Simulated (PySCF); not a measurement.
# Towards the basis-set limit for MgCl

State: ²Σ⁺, doublet, unpaired electrons σ ↑. De refers to Mg + Cl. ROHF-based CCSD(T) in PySCF 2.14 with Mg cc-pCVDZ, Cl aug-cc-pV(D+d)Z and Mg cc-pCVTZ, Cl aug-cc-pV(T+d)Z (frozen core orbitals: 6; no relativity). Correlation energies are extrapolated as n⁻³ (n = 2, 3), Hartree–Fock as (n+1)·exp(−9√n). CV is the change on freezing 2 orbitals instead, in Mg cc-pCVTZ, Cl cc-pwCVTZ.

```
         Level  Re (Å)  ωe (cm⁻¹)  ωexe (cm⁻¹)  αe (cm⁻¹)  De (eV)
    CCSD(T)/DZ  2.2543      442.8         1.80    0.00142    3.043
    CCSD(T)/TZ  2.2120      463.5         2.05    0.00158    3.228
        HF/CBS  2.2116      468.1         2.03    0.00156    3.067
       MP2/CBS  2.2012      470.3         2.09    0.00161    3.545
      CCSD/CBS  2.2009      471.0         2.10    0.00161    3.201
   CCSD(T)/CBS  2.2030      468.5         2.11    0.00162    3.284
CCSD(T)/CBS+CV  2.2012      469.1         2.11    0.00162    3.291
```

How much is left between CCSD(T)/TZ and the basis-set limit, and how much do the triples give at the limit?

CCSD(T)/CBS less CCSD(T)/TZ: -9.0 mÅ in Re, +5.0 cm⁻¹ in ωe and +0.056 eV in De. CCSD(T)/CBS less CCSD/CBS: +2.1 mÅ in Re, -2.5 cm⁻¹ in ωe and +0.083 eV in De.

What do the later terms add?

CV: -1.8 mÅ in Re, +0.6 cm⁻¹ in ωe and +0.007 eV in De, each against the row above.

The T1 diagnostic is 0.010. The state was picked by a PBE0 search and need not be the measured ground state. Spin–orbit coupling, excitations beyond (T) and corrections to the Born–Oppenheimer picture are left out.

The whole job (state search and all basis sets along the bond) took about 53 min on 4 threads of Arm Neoverse V1 (shared host), peak memory 9.2 GiB.
